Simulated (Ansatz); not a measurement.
The input, for Ansatz 0.2.0:

```yaml
crystal:
  periodic: [false, false, false]
  atoms:
    - {symbol: Ta, position_ang: [0.000000, 0.000000, 0.000000]}
    - {symbol: N, position_ang: [0.000000, 0.000000, 2.115400]}
basis:
  gaussian: {orbitals: def2-TZVPP}
magnetization: {spin_polarized: false, initial_magnetization: 8}
correlation: {method: ccsdt_q, electrons: outside_noble_gas}
```

```sh
$ ansatz run in.yaml --threads 2 --pin off --events-out ev --progress --plain --max-ram 24576MiB --backend cuda --devices 0, --max-vram 18GiB
```

Output:

```
1067 factors; integrals over basis functions are off by at most 2.6e-5 eV
mean field evaluation 1: about -3007.6807 eV, gradient 1.9e1 eV
mean field evaluation 2: about -3007.6814 eV, gradient 1.9e1 eV
mean field evaluation 4: about -3010.1186 eV, gradient 2.2e0 eV
mean field evaluation 8: about -3010.1369 eV, gradient 4.8e-3 eV
mean field evaluation 16: about -3009.1270 eV, gradient 1.8e-2 eV
mean field evaluation 32: about -3009.4872 eV, gradient 2.1e0 eV
mean field evaluation 64: about -3009.4983 eV, gradient 6.6e-1 eV
mean field evaluation 96: about -3010.1217 eV, gradient 1.8e0 eV
mean field evaluation 128: about -3009.1264 eV, gradient 5.5e-5 eV
mean field evaluation 160: about -3009.6614 eV, gradient 1.3e-1 eV
...
cycle   9  -5.14832199 eV  change   -4.0e-4 eV  update   4.0e-4
cycle  10  -5.14795748 eV  change    3.6e-4 eV  update   2.1e-4
cycle  11  -5.14814061 eV  change   -1.8e-4 eV  update   1.1e-4
cycle  12  -5.14818007 eV  change   -3.9e-5 eV  update   5.2e-5
cycle  13  -5.14823287 eV  change   -5.3e-5 eV  update   2.9e-5
cycle  14  -5.14823966 eV  change   -6.8e-6 eV  update   1.4e-5
cycle  15  -5.14823228 eV  change    7.4e-6 eV  update   7.0e-6
cycle  16  -5.14822845 eV  change    3.8e-6 eV  update   2.9e-6
cycle  17  -5.14822750 eV  change    9.5e-7 eV  update   1.4e-6
cycle  18  -5.14822726 eV  change    2.3e-7 eV  update   6.3e-7
perturbative correction -0.00367624 eV, -0.0001350992 hartree
Total energy: -3015.28884225 eV, -110.8098211165 hartree
```

Ran on 2 threads of AMD EPYC 7R13 with a shared H100 80 GB, shared host: 24 s wall, 1 GiB peak host memory.
